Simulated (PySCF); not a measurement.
Coordinates in bohr (charge 0 multiplicity 2):
```
Al    0.0000    0.0000    0.0000
O     0.0548    0.0000    3.2069
O    -0.0548    0.0000   -3.2069
H    -1.3261    0.0000    4.3819
H     1.3261    0.0000   -4.3819
```

These are results of PySCF, UPBE0, basis Al def2-TZVP, O def2-TZVP, H def2-TZVP (no relativity, density fitting), not measurements.

This geometry of Al(OH)2 is a stationary point at this level.

What is the point group?

C2h.

Is it a minimum?

No: it has 3 imaginary modes, at 380i cm⁻¹ (bu), 300i cm⁻¹ (au), 66i cm⁻¹ (au).

List the harmonic modes with their infrared intensities.


```csv
symmetry,ω (cm⁻¹),IR (km/mol)
bu,380i,–
au,300i,–
au,66i,–
bu,364,267
ag,431,0.0
ag,632,0.0
bu,940,177
bu,3886,137
ag,3892,0.0
```

In C2h the vibrations span 4bu + 2au + 3ag. The ag modes carry no infrared intensity, as symmetry demands. With a centre of inversion only u modes can be infrared active and only g modes Raman active.

Other isomers or separated fragments may lie lower. At this level a doublet minimum of Cs symmetry lies 77 kJ/mol below this structure.
